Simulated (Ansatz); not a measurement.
Mulliken charges of `C=C1CC1=N` from B3LYP/def2-TZVPP in Ansatz (PBE0-D4/def2-TZVP geometry).

```
atom   x (Å)   y (Å)   z (Å)  charge (e)
  C1  -1.828  -0.004  -0.130      -0.187
  C2  -0.515  -0.026  -0.004       0.028
  C3   0.660  -0.497   0.802      -0.130
  C4   0.783   0.318  -0.443      -0.064
  N5   1.489   0.907  -1.300      -0.225
  H6  -2.296   0.514  -0.960       0.124
  H7  -2.474  -0.500   0.587       0.115
  H8   0.927  -1.552   0.764       0.094
  H9   0.856  -0.019   1.761       0.094
 H10   2.480   0.807  -1.075       0.149
```

Problem. By hand: the dipole of these point charges (1 e Å = 4.8032 D).

Solution. Σ q r = (-0.176, -0.181, 0.266) e Å, of length 0.367 e Å = 1.76 D.

Problem. How does the dipole of the full density compare? (An estimate is asked.)

Solution. Computed: (-0.033, -0.256, 0.392) e Å, 2.25 D; the point charges give 0.78 times that, at 25° from its direction.

Point charges leave out the atoms' own dipoles, such as those of lone pairs, and Mulliken's split depends on the basis, so the two needn't agree.

B3LYP here is the variant with VWN-RPA as its local correlation; programs differ in this.
